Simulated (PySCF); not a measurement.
# BN2H7: geometry, NMR shifts, spin-spin couplings, electronic excitations and core binding energies

Wanted: the NMR shifts, spin-spin couplings, electronic excitations and core binding energies of BN2H7 (`N[BH2-][NH3+]`), by calculation.

Computed with PySCF 2.14.0, with density-fitted response routines of our own, on a single molecule in the gas phase. Atoms are numbered from 0 throughout.

**1. Starting geometry**

10 atoms, charge 0, multiplicity 1; geometry from: GFN2-xTB.

Bonds of the start (Å): N0–B1 1.41, B1–N2 2.07, N0–H3 1.00, N0–H4 1.00, B1–H5 1.18, B1–H6 1.18, N2–H7 1.01, N2–H8 1.01, N2–H9 1.01.

**2. Optimising the geometry at PBE0-D3(BJ)/def2-SVP**

The job: settings as JSON, then the geometry in Å.

```
{"job": {"xc": "PBE0", "basis": "def2-SVP", "d3": "d3bj", "grid": 1, "kind": "geom"}, "charge": 0, "multiplicity": 1}
N     -1.465619    -0.125148    -0.187522
B     -0.343886     0.693996    -0.426503
N      1.230738    -0.359918     0.396413
H     -1.729545    -0.888634    -0.784422
H     -1.986994    -0.111614     0.670861
H      0.088281     0.703250    -1.522928
H     -0.218361     1.642225     0.262096
H      1.314950    -1.252065    -0.069022
H      1.055823    -0.490213     1.382143
H      2.063497     0.192775     0.256356
```

**Question.** This job is followed by: GIAO PBE0/pcSseg-1 NMR shielding, non-relativistic, gas phase; B3LYP/pcJ-1 indirect spin-spin coupling, non-relativistic, gas phase; TDDFT CAM-B3LYP/def2-SVPD, vertical, gas phase, core orbitals frozen in the response; GIAO mPW1PW91/pcSseg-2 NMR shielding, non-relativistic, gas phase; delta-SCF UKS SCAN, pcX-2 on the ionised atom, pcseg-1 elsewhere, spin-free X2C. Predict these results of the whole session: point group; rotational constants (main isotopes); ¹H shifts against TMS (PBE0/pcSseg-1, means over atoms taken as alike); ¹⁵N shifts against NH3 (PBE0/pcSseg-1); ¹¹B shifts against BF3·OEt2 (PBE0/pcSseg-1); largest coupling of the table (B3LYP/pcJ-1); lowest singlet (CAM-B3LYP/def2-SVPD); lowest triplet; vertical ionisation energy (ΔSCF); N1s binding energies, SCAN/pcX-2; B1s binding energies, SCAN/pcX-2; range of the shift of N2.

As calculated:

```
                                                              quantity                        value
                                                           point group                           Cs
                                  rotational constants (main isotopes)        28.99, 7.82, 6.98 GHz
¹H shifts against TMS (PBE0/pcSseg-1, means over atoms taken as alike)         2.85, 2.02, 0.24 ppm
                                ¹⁵N shifts against NH3 (PBE0/pcSseg-1)               62.8, 22.6 ppm
                           ¹¹B shifts against BF3·OEt2 (PBE0/pcSseg-1)                    -12.1 ppm
                           largest coupling of the table (B3LYP/pcJ-1)      ¹J(B,H) B1–H5, 111.6 Hz
                                  lowest singlet (CAM-B3LYP/def2-SVPD)  5.67 eV (219 nm), f = 0.075
                                                        lowest triplet                      5.32 eV
                                     vertical ionisation energy (ΔSCF)                      8.74 eV
                                      N1s binding energies, SCAN/pcX-2      N2 407.41, N0 403.52 eV
                                      B1s binding energies, SCAN/pcX-2                 B1 194.44 eV
                                              range of the shift of N2             56.9 to 62.8 ppm
```

Over 18 steps the energy fell by 0.254 eV; of the close pairs, B1–N2 changed most, 2.066 to 1.686 Å. At PBE0/pcSseg-1: The widest tensor belongs to N2: span 42 ppm, with a paramagnetic part of -113 ppm. Of the pairs tabulated at B3LYP/pcJ-1, B1–H5 (mean over like pairs) couples most strongly (111.6 Hz; Fermi contact 111.3 Hz). The first singlet state (HOMO→LUMO 0.88, HOMO→LUMO+1 0.08) lies at 5.67 eV and is bright. The lowest triplet lies 0.34 eV below the lowest singlet (triplets in Tamm-Dancoff, singlets in full TDDFT). At CAM-B3LYP/def2-SVPD, the highest states lie near or above the ionisation energy, where they hang on the basis. The orbital energy would give 7.70 eV for ionisation, ΔSCF gives 8.74 eV. The N1s levels kept as sound span 3.89 eV, from N0 (nitrogen bonded to B, 2 H) up to N2 (donor nitrogen of a Lewis adduct). Across the 2 runs the shift of N2 moves most, between 56.9 (mPW1PW91/pcSseg-2) and 62.8 ppm (PBE0/pcSseg-1). Most of that comes from the computed reference, not from the atom's own shielding.
